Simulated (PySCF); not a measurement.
# How strong are the bonds of 2,2,2-trifluoroethanol?

System: 2,2,2-trifluoroethanol, `OCC(F)(F)F` (C2H3F3O). Numbering: `[OH:1][CH2:2][C:3]([F:4])([F:5])[F:6]`

These are calculated values, PBE0-D3(BJ)/def2-TZVP in PySCF (grid level 2) at geometries from PBE0-D3(BJ)/def2-SVP. Thermal corrections: GFN2-xTB frequencies, unscaled, ideal gas at 298.15 K and 1 bar, quasi-RRHO entropy. These were taken at the GFN2-xTB minima.

```jsonl
{"bond": "C2–H", "r / Å": "1.100", "radicals": "O[CH]C(F)(F)F + H•", "BDE(298 K) / kJ/mol": "382", "BDFE / kJ/mol": "344", "D₀ / kJ/mol": "375", "Dₑ / kJ/mol": "411"}
{"bond": "C2–C3", "r / Å": "1.514", "radicals": "[CH2]O + F[C](F)F", "BDE(298 K) / kJ/mol": "384", "BDFE / kJ/mol": "329", "D₀ / kJ/mol": "379", "Dₑ / kJ/mol": "399"}
{"bond": "O1–C2", "r / Å": "1.387", "radicals": "OH• + [CH2]C(F)(F)F", "BDE(298 K) / kJ/mol": "390", "BDFE / kJ/mol": "338", "D₀ / kJ/mol": "383", "Dₑ / kJ/mol": "411"}
{"bond": "O1–H", "r / Å": "0.964", "radicals": "[O]CC(F)(F)F + H•", "BDE(298 K) / kJ/mol": "437", "BDFE / kJ/mol": "402", "D₀ / kJ/mol": "431", "Dₑ / kJ/mol": "471"}
{"bond": "C3–F4", "r / Å": "1.344", "radicals": "OC[C](F)F + F•", "BDE(298 K) / kJ/mol": "519", "BDFE / kJ/mol": "472", "D₀ / kJ/mol": "514", "Dₑ / kJ/mol": "526"}
```

Homolysis to relaxed radicals in the gas phase; the table need not hold every single bond outside rings.

Lowest value: C2–H (382 kJ/mol); strongest: C3–F4 (519 kJ/mol).

Caveats: the order of C2–H and C2–C3, of C2–C3 and O1–C2 is undecided: the gaps lie inside the method's error (some 10 kJ/mol, one structure a species).
